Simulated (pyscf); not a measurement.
## Addition across a multiple bond or ene-type step: O=Mg (SMILES [O]=[Mg]) + CH₄ (SMILES C) → H₃C–Mg–OH (SMILES [CH3][Mg][OH])

Gas phase, singlet surface, charge 0. Bonds broken: C3–H4. Bonds formed: Mg1–C3, O2–H4. Single points on ωB97X-D3(BJ)/def2-SVP structures (PySCF, gas phase). MP2 and CC: frozen core, UHF for open shells. ΔMP2 is the change of the MP2 total energy from the triple- to the quadruple-zeta basis.

Transition state (Å):

```xyz
7

Mg    -0.0490    -0.0294     1.2338
O     -1.7703     0.2640     1.5028
C     -0.7960    -0.0439    -1.0314
H     -1.4374     0.1241     0.0533
H     -0.3774    -1.0399    -1.2613
H     -0.0914     0.7376    -1.3672
H     -1.6884     0.0619    -1.6666
```

One imaginary mode, 1125i cm⁻¹; descent along it reached the two sides named, in the forms told below.

```
bond    change  reactant side (Å)  saddle  product side
------  ------  -----------------  ------  ------------
C3–H4   breaks              1.104   1.271           4.8
Mg1–C3   forms                2.8   2.385         2.081
O2–H4    forms                4.3   1.494         0.952
```

Electronic energies relative to the separated reactants (kcal/mol):

```json
[
 {"level": "ωB97X-D3(BJ)/def2-TZVP", "barrier": "4.4", "reaction energy": "-87.7", "reverse barrier": "92.1"},
 {"level": "PBE/def2-TZVP", "barrier": "4.8", "reaction energy": "-70.3", "reverse barrier": "75.1"},
 {"level": "r²SCAN/def2-TZVP", "barrier": "3.5", "reaction energy": "-78.2", "reverse barrier": "81.7"},
 {"level": "B3LYP-D3(BJ)/def2-TZVP", "barrier": "6.8", "reaction energy": "-77.4", "reverse barrier": "84.2"},
 {"level": "PBE0-D3(BJ)/def2-TZVP", "barrier": "3.1", "reaction energy": "-82.7", "reverse barrier": "85.9"},
 {"level": "M06-2X/def2-TZVP", "barrier": "4.0", "reaction energy": "-88.5", "reverse barrier": "92.4"},
 {"level": "ωB97M-D3(BJ)/def2-TZVP", "barrier": "6.0", "reaction energy": "-84.3", "reverse barrier": "90.3"},
 {"level": "HF/def2-TZVP", "barrier": "13.2", "reaction energy": "-100.5", "reverse barrier": "113.6"},
 {"level": "MP2/def2-QZVPP", "barrier": "10.8", "reaction energy": "-71.5", "reverse barrier": "82.3"},
 {"level": "CCSD/def2-TZVPP", "barrier": "10.6", "reaction energy": "-81.9", "reverse barrier": "92.5"},
 {"level": "CCSD(T)/def2-TZVPP", "barrier": "11.2", "reaction energy": "-73.8", "reverse barrier": "85.0"},
 {"level": "CCSD(T)/def2-TZVPP + ΔMP2(QZVPP)", "barrier": "9.9", "reaction energy": "-75.2", "reverse barrier": "85.2"}
]
```

With CCSD(T)/def2-TZVPP + ΔMP2(QZVPP) energies and thermal terms (ideal gas, 1 atm, RRHO with modes under 100 cm⁻¹ raised to 100, one conformer, R ln 2 for chiral ones without a mode under 150 cm⁻¹), in kcal/mol:

| T (K) | ΔH‡ | ΔG‡ | ΔH | ΔG |
|---|---|---|---|---|
| 298 | 7.6 | 15.5 | -75.2 | -67.7 |
| 600 | 8.0 | 23.4 | -73.9 | -60.6 |
| 900 | 8.5 | 30.9 | -72.6 | -54.2 |
| 1200 | 9.1 | 38.3 | -71.5 | -48.2 |

On the reactant side the descent ends in a complex, 6.5 kcal/mol under the separated species and 10.9 kcal/mol under the saddle at ωB97X-D3(BJ)/def2-TZVP. At the saddle there is also a short H–Mg contact that neither side keeps. One saddle was located; it need not be the lowest between these sides. 2 of the closed-shell references are unstable towards spin polarisation; treat their single-reference values with care. The CCSD(T) − MP2 part came from Ansatz, without density fitting, on the same reference. The frozen core leaves the outer d or s,p core shells of the metals and heavy elements correlated in the MP2 and CC values, and def2-TZVPP describes them poorly, which can shift differences by a few kcal/mol.
